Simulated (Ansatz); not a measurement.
Species: methanethiol, CH$_{4}$S, net charge 0, singlet state. 
Coordinates optimised at B3LYP-D3(BJ)/def2-TZVP (Ansatz, a program for electronic structure):
SMILES: CS
```xyz
6

C     -0.0402     1.1565     0.0077
S     -0.0524    -0.6664    -0.0048
H      1.2792    -0.8404     0.0008
H     -1.0838     1.4664     0.0045
H      0.4371     1.5427     0.9058
H      0.4463     1.5550    -0.8800
```

Quantity: vertical triplet-singlet gap (E(triplet) - E(singlet); each state is the SCF solution reached for its spin; for the triplet T1 is 0.051), in kcal/mol. Cores are frozen in the correlated levels unless marked. UHF or UKS for open shells. Spin-orbit coupling is left out. No relativistic terms. CBS(X,Y): correlation extrapolated as X^-3; Hartree-Fock from the larger set. The bracket is a focal-point correction in the basis named.

```csv
level,program,vertical triplet-singlet gap (kcal/mol)
HF/def2-SVPD,Ansatz,115.1
RI-HF/aug-cc-pV(Q+d)Z,Ansatz,108.3
BHLYP/def2-TZVPD,Ansatz,115.3
B2PLYP/def2-TZVPD,Ansatz,115.6
```

Task: What does RI-MP2/CBS(aug-cc-pV(T+d)Z,aug-cc-pV(Q+d)Z)+[CCSD(T)-MP2]/aug-cc-pV(T+d)Z (Ansatz) give?

Result: 119.0 kcal/mol, so B2PLYP/def2-TZVPD differs from it by -3.4 kcal/mol.
